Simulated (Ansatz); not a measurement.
Input for Ansatz (a quantum-chemistry and plane-wave program): R-CCSD(T)/cc-pVDZ on CH4 (SMILES C).

Ansatz 0.2 input:
```yaml
crystal:
  periodic: [false, false, false]
  atoms:
    - {symbol: C, position_ang: [0.00000000, 0.00000000, 0.00000000]}
    - {symbol: H, position_ang: [0.00000000, 1.08744517, 0.00000000]}
    - {symbol: H, position_ang: [-0.51262657, -0.36248173, 0.88789526]}
    - {symbol: H, position_ang: [-0.51262657, -0.36248173, -0.88789526]}
    - {symbol: H, position_ang: [1.02525314, -0.36248173, 0.00000000]}
basis:
  gaussian:
    orbitals: cc-pVDZ
magnetization: {spin_polarized: false}
correlation: {method: ccsd_t, electrons: outside_noble_gas}
scf: {lower_state_search: off}
```

It printed:

```
WARN ansatz: RAYON_NUM_THREADS=2 ignored (pool sized by the plan → 2); use --threads N
Functional definition: HF
these checks for a lower state are left out or cut short: stability, starts, cluster_reference, orbital_swaps, neighbouring_geometries, increment
integrals: 0.01 GiB planned
301 factors; integrals over basis functions are off by at most 8.6e-4 eV
mean field: 0.04 GiB planned
mean field evaluation 1: about -1092.9364 eV, gradient 1.9e1 eV
mean field evaluation 2: about -1092.9363 eV, gradient 1.9e1 eV
mean field evaluation 4: about -1093.8536 eV, gradient 1.4e0 eV
mean field evaluation 8: about -1093.8618 eV, gradient 1.6e-6 eV
mean field -1093.86183372 eV, -40.1986809431 hartree, gradient 1.6e-6 eV, S^2 0.000000; 0 other end points of the search recorded, 0 dependent functions left out
1 core orbitals not correlated
reference -1093.86183372 eV, -40.1986809431 hartree; 4, 4 occupied and 29, 29 virtual orbitals, 301 factors
second order -4.38397183 eV of doubles, -0.00000000 eV of singles
coupled cluster: 0.06 GiB planned
cycle   1  -4.86380568 eV  change   -4.8e-1 eV  update   4.1e-2
cycle   2  -5.01148130 eV  change   -1.5e-1 eV  update   1.2e-2
cycle   3  -5.02173120 eV  change   -1.0e-2 eV  update   2.8e-3
cycle   4  -5.02221705 eV  change   -4.9e-4 eV  update   7.0e-4
cycle   5  -5.02228160 eV  change   -6.5e-5 eV  update   1.5e-4
cycle   6  -5.02230909 eV  change   -2.7e-5 eV  update   2.5e-5
cycle   7  -5.02231257 eV  change   -3.5e-6 eV  update   3.9e-6
perturbative correction -0.10050798 eV, -0.0036936000 hartree
Total energy: -1098.98465426 eV, -40.3869411257 hartree
Checks for a lower state left out: stability, starts, cluster_reference, orbital_swaps, neighbouring_geometries, increment
```

The run converged.

Cost: about 0.6 core-seconds (a rough figure).
